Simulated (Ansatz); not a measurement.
`F[SiH2]Cl` → H–F + `[SiH]Cl` at 298.15 K and 1 bar (silylene formation by 1,1-elimination).

Calculated with Ansatz (gas phase, PBE0-D4/def2-TZVP geometries, no zero-point term in ΔE). CCSD(T)/CBS is extrapolated from def2-TZVPP and def2-QZVPP, frozen cores.

```
    species  CCSD(T)/CBS energy (Eh)  H − E (kJ/mol)  S (J/(mol·K))
`F[SiH2]Cl`               -849.96089            69.7          280.5
        H–F               -100.39431            33.5          173.6
  `[SiH]Cl`               -749.43816            30.7          251.4
```

H − E and S are ideal-gas, rigid-rotor, harmonic terms from PBE0-D4/def2-TZVP. 1 Eh = 2625.50 kJ/mol, R = 8.31446 J/(mol·K).

Question: By hand: ΔE, ΔH, ΔS and ΔG.

Answer: ΔE = (-100.39431) + (-749.43816) − (-849.96089) = 0.12842 Eh = 337.2 kJ/mol. Δ(H − E) = 33.5 + 30.7 − 69.7 = -5.5, so ΔH = 331.7 kJ/mol. ΔS = 173.6 + 251.4 − 280.5 = 144.5 J/(mol·K). ΔG = 331.7 − 298.15 × (144.5)/1000 = 288.6 kJ/mol.

Question: By hand: the equilibrium constant, and the temperature at which ΔG would vanish if ΔH and ΔS stayed fixed.

Answer: log₁₀ K = −ΔG/(RT ln 10) = -50.6. ΔG = 0 at ΔH/ΔS = 2296 K.

The number of gas molecules changes by +1, which sets the sign of ΔS. A doubt of 5 kJ/mol in ΔE shifts log₁₀ K by 0.9 here. These are equilibria of isolated gas molecules and say nothing of rates. Largest T1 diagnostic: 0.013 (customary marks: 0.02 for closed shells, 0.045 for open ones).
